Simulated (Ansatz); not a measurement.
Cartesian coordinates (Å):
```xyz
5

Si     0.0000     0.0000    -0.0001
H     -0.2946    -1.1085    -0.9428
H     -0.6320     1.2499    -0.4928
H      1.4692     0.1922     0.0942
H     -0.5426    -0.3335     1.3411
```
Charge +1, spin multiplicity 2.

All values below come from Ansatz (a quantum-chemistry and plane-wave program) with frozen-core CCSD(T)/cc-pVTZ // PBE0-D3(BJ)/def2-TZVP. The geometry is that of the parent before the electron was removed.

- HF energy: -290.81788 Ha
- MP2 correlation energy: -0.11490 Ha

### Question
Estimate the CCSD correlation energy, the (T) correction, the total energy and the T1 diagnostic.

### Answer

```
Item                             Value
-----------------------  -------------
CCSD correlation energy    -0.14618 Ha
(T) correction             -0.00376 Ha
CCSD(T) total energy     -290.96783 Ha
T1 diagnostic                    0.023
```
